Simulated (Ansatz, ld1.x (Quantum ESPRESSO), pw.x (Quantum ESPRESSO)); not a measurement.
## niobium (Nb): does the RRKJ potential hold in the solid?

niobium, norm-conserving RRKJ (Kleinman–Bylander form), made with ld1.x (Quantum ESPRESSO) 7.5 (LDA (PW92), scalar-relativistic). Core [Kr], reference 4d3 5s2 5p0. Waves: 5s (bound): rc 3.00 bohr; 5p (bound, empty): rc 4.20 bohr; 4d (bound): rc 1.45 bohr. Local part: the d channel. Core correction: none. rho0 = 0.02.

Atomic tests: cutoffs needed: 40 Ry and 50 Ry (the cutoffs (Ry, on a coarse ladder) from which the occupation-weighted sum of valence levels, in a spherical-Bessel basis at the reference potential, stays within 10 and 1 mRy of its value at 400 Ry); ghost test: ghost states, extra bound levels that the all-electron valence spectrum of the same l lacks: s at -64.0 eV, p at -26.5 eV; a true bound ghost makes a file unfit for plane-wave use (spherical-Bessel basis up to 400 Ry, 20 bohr box); largest excitation error: +430 meV (all-electron minus pseudo) for 4d1 5s0 5p0, out of 7 test configurations.

Crystal test: fcc Nb in pw.x 7.5, no spin, 14³ k-points, Fermi–Dirac smearing 0.01 Ry, cutoffs 60/240 Ry. The reference is all-electron LAPW (Ansatz 0.2.0) with the same functional, mesh and smearing; V0 and B0 come from Birch–Murnaghan fits to the pressures at five volumes. Errors are pseudo minus all-electron; Δ is the rms difference of the E(V) curves that follow from these fits, minima aligned, over ±6 % about the mean V0. Mesh and smearing are coarse, so the numbers serve the comparison and aren't converged zero-temperature values; the lattice is a test structure that the element need not adopt.

```json
{"V (Å³/atom)": "16.812", "P all-electron (GPa)": "10.89", "P pseudo (GPa)": "89.02"}
{"V (Å³/atom)": "17.255", "P all-electron (GPa)": "5.41", "P pseudo (GPa)": "82.78"}
{"V (Å³/atom)": "17.697", "P all-electron (GPa)": "0.54", "P pseudo (GPa)": "77.02"}
{"V (Å³/atom)": "18.139", "P all-electron (GPa)": "-3.80", "P pseudo (GPa)": "71.69"}
{"V (Å³/atom)": "18.582", "P all-electron (GPa)": "-7.66", "P pseudo (GPa)": "66.78"}
```

All-electron: a0 = 4.141 Å (V0 = 17.75 Å³/atom), B0 = 181.7 GPa.

Pseudopotential: mean pressure error (GPa): +76.38. The pressure does not cross zero within the volumes sampled, so no fit is given. The largest radius (4.20 bohr) exceeds half the bond length (2.76 bohr), so the spheres overlap, which is one possible source of error among others. This is a poor potential for the solid. Note: ghost states, extra bound levels that the all-electron valence spectrum of the same l lacks: s at -64.0 eV, p at -26.5 eV. A true bound ghost makes a file unfit for plane-wave use.

At the middle volume, how do free energy and pressure move when the wave cutoff is lowered (ecutrho kept at four times it)?

| cutoff (Ry) | shift of F (meV/atom) | shift of P (GPa) |
| --- | --- | --- |
| 27 | +732.9 | -27.46 |
| 36 | +89.1 | -3.98 |
| 48 | +14.1 | +0.25 |

The run at the middle volume (104 k-points, 14 iterations) took about 18 s on one core of a shared host (Neoverse-V1, 32 threads, 126 GiB, load 13).
